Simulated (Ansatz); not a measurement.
CH2BN (BH2(CN)): methods side by side

CH2BN has 5 atoms, charge 0, and is taken as a singlet. SMILES: `[H]B([H])C#N`. The shape is that of a GFN2-xTB optimisation.

Each level gives the electronic atomisation energy (eV). The values are calculated. Electronic energies at fixed atoms, without zero-point motion or spin-orbit coupling.

```tsv
level	kind	program	value (eV)	less FCI/STO-3G	CPU time (all runs)
BLYP/STO-3G	GGA	Ansatz	24.68	+3.41	2 s
revPBE/STO-3G	GGA	Ansatz	24.65	+3.38	1.4 s
BHLYP/STO-3G	global hybrid	Ansatz	23.12	+1.85	1.1 s
CAM-B3LYP/STO-3G	range-separated hybrid	Ansatz	24.43	+3.16	1.5 s
B2PLYP/STO-3G	double hybrid	Ansatz	23.32	+2.05	1.4 s
MP2/STO-3G	perturbation theory	Ansatz	21.56	+0.29	0.16 s
CCSD(T)/STO-3G	coupled cluster or CI	Ansatz	21.21	-0.06	0.32 s
FCI/STO-3G	exact in the basis	Ansatz	21.27	0.00	65 s
```

FCI/STO-3G is exact within its basis and frozen core, so for wave-function methods in that basis the difference is their error; functionals converge differently with the basis, so for them it is only a difference. The values span 21.21 to 24.68 eV. All rows use very small basis sets, so even the best lies far from the true value. Times are those of the runs behind each value, whatever else they computed, on shared processors of several kinds: orders of magnitude only.
